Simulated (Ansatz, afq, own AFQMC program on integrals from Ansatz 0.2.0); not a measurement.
AFQMC on a folder of integrals that Ansatz 0.2.0 wrote.

```yaml
crystal:
  periodic: [false, false, false]
  atoms:
    - {symbol: O, position_ang: [-1.067507, -0.030281, 0.000000]}
    - {symbol: H, position_ang: [-1.316817, 0.896295, 0.000000]}
    - {symbol: H, position_ang: [-0.107978, -0.030281, 0.000000]}
    - {symbol: B, position_ang: [1.363493, -0.030281, 0.000000]}
    - {symbol: H, position_ang: [1.872566, -0.030281, 1.077008]}
    - {symbol: H, position_ang: [1.872566, -0.030281, -1.077009]}
basis:
  gaussian: {orbitals: cc-pVTZ}
magnetization: {spin_polarized: true, initial_magnetization: 1}
correlation: {method: ccsd_t, electrons: outside_noble_gas, hamiltonian_folder: ham}
```

```sh
$ ansatz run in.yaml --threads 1 --pin off --events-out ev --progress --plain --max-ram 16896MiB --backend cuda --devices 0, --max-vram 18GiB
```

afq runs on the folder ham with

```
--method phaseless --trial cisd --walkers 600 --populations 10 --least-time 60 --time-step 0.005 --steps-per-block 50 --equilibration-blocks 28 --max-blocks 4000 --target-error 0.00021 --factor-cut 1e-05 --start spin_pure --seed 6113 --release-times 0.24,0.51,0.99,1.62,2.4 --release-step 0.03 --release-every 3 --taylor-order 6
```

Times are imaginary, in 1/Eh. The walk had a cap of 230 s. With eight or more populations the least sampling time is a fifth of least-time, and the error comes from their spread.

Output of the walk:

```
orbitals 114  electrons 7 6  factors 667 of 667
reference energy -101.78091811 Eh
CCSD correlation -0.38035574 Eh in 14 cycles, weight of the determinant in the CISD state 0.8896
energy of the start -102.160742 Eh
 block  time / (1/Eh)  mean weight  energy / Eh
     1     0.250  0.9999  -102.157960
     2     0.500  1.0000  -102.164082
     3     0.750  1.0009  -102.166313
     4     1.000  1.0005  -102.171290
     5     1.250  0.9983  -102.174877
     7     1.750  1.0006  -102.175032
     9     2.250  0.9990  -102.173996
    13     3.250  1.0001  -102.170649
    21     5.250  0.9994  -102.174246
    29     7.250  1.0002  -102.174740
    37     9.250  0.9996  -102.175328
    45    11.250  0.9995  -102.171621
    53    13.250  0.9992  -102.171464
    61    15.250  1.0006  -102.169308
    69    17.250  1.0003  -102.175363
    77    19.250  1.0006  -102.174584
    85    21.250  0.9999  -102.174152
    93    23.250  1.0002  -102.174015
   101    25.250  1.0000  -102.171284
   109    27.250  1.0005  -102.171633
   117    29.250  0.9999  -102.174622
   125    31.250  0.9997  -102.175350
   133    33.250  1.0011  -102.172477
   141    35.250  0.9999  -102.170582
   149    37.250  0.9994  -102.173846
   157    39.250  0.9988  -102.170136
   165    41.250  1.0004  -102.173956
   173    43.250  1.0001  -102.171999
error from the spread of 10 populations
released: time / (1/Eh)  energy / Eh  error  mean overlap
  0.24  -102.173310  0.000237  1.0007
  0.51  -102.173628  0.000243  0.9961
  0.99  -102.173655  0.000244  0.9876
  1.62  -102.174032  0.000239  0.9667
  2.40  -102.174612  0.000541  0.9412
energy -102.172978 +/- 0.000219 Eh
(rows thinned)
```

The run passed its tests (sampling time, drift between the halves within three errors, error under three times the target), which doesn't prove that it has relaxed, ending at its cap on processor time.

Against this walk (error 6.0 meV) on the same determinant: CCSD(T) 8.6 meV higher (within the noise). The error is statistical and leaves out the bias of the constraint. None of these is a sure reference here. The released energies are still falling (meV from the phaseless value at times in 1/Eh: -9 ± 6 at 0.24, -18 ± 7 at 0.51, -18 ± 7 at 0.99, -29 ± 7 at 1.62, -44 ± 15 at 2.40), so they give no level; they do show a bias of the constraint, and the last of them that isn't too noisy lies 37 meV below CCSD(T).

Cautions: constraint bias not in the error.

The walk took 3.8 min on 1 × NVIDIA H100 80GB HBM3 with 2 threads of AMD EPYC 7R13 Processor (Zen 3) (shared host) (the card was shared). The log's last line is the phaseless energy.

A walk keeps the symmetry of its determinant, which the program's search chose and which needn't be the lowest solution, so a lower state of the same spin and another symmetry isn't excluded.
